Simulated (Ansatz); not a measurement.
in.yaml

```yaml
crystal:
  periodic: [false, false, false]
  atoms:
    - {symbol: Si, position_ang: [0.000000, 0.000000, 1.658754]}
    - {symbol: B, position_ang: [0.000000, 0.000000, -0.236394]}
    - {symbol: H, position_ang: [0.000000, 0.000000, -1.422360]}
basis:
  gaussian: {orbitals: cc-pVDZ}
magnetization: {spin_polarized: false, initial_magnetization: 2}
correlation: {method: sc_nevpt2, electrons: outside_noble_gas, active_space: {window: {electrons: 8, orbitals: 9}, shells: [{species: B, l: s, shell: 2}, {species: B, l: p, shell: 2}, {species: H, l: s, shell: 1}, {species: Si, l: s, shell: 3}, {species: Si, l: p, shell: 3}]}}
```

```sh
$ ansatz run in.yaml --threads 1 --pin off --events-out ev --progress --plain --max-ram 3328MiB --backend cpu
```

Log:

```
660 factors; integrals over basis functions are off by at most 1.5e-7 eV
mean field evaluation 1: about -8546.0944 eV, gradient 9.1e0 eV
mean field evaluation 2: about -8546.1181 eV, gradient 9.1e0 eV
mean field evaluation 4: about -8546.7087 eV, gradient 8.8e-1 eV
mean field evaluation 8: about -8546.7134 eV, gradient 1.7e-1 eV
mean field evaluation 16: about -8546.6947 eV, gradient 5.8e-1 eV
mean field -8546.71371634 eV, -314.0859359049 hartree, gradient 9.6e-6 eV, S^2 2.000000; 2 other end points of the search recorded, 0 dependent functions left out
reference -8546.71371634 eV, -314.0859359049 hartree; 11, 9 occupied and 26, 28 virtual orbitals, 660 factors
state -8548.63259046 eV, -314.1564532283 hartree
state -8548.63259046 eV, -314.1564532283 hartree; corrected -8550.67859204 eV, -314.2316423995 hartree
Total energy: -8550.67859204 eV, -314.2316423995 hartree
Checks for a lower state left out: starts, orbital_swaps
```

Natural occupations: 1.9786 1.9755 1.9302 0.9893 0.9893 0.0429 0.0429 0.0333 0.0179.

For the same geometry and basis UCCSDT(Q) lies 700.7 meV lower.

Ran on 1 thread of AMD EPYC 7R13, shared host: 2.6 s wall, 0.15 GiB peak host memory.
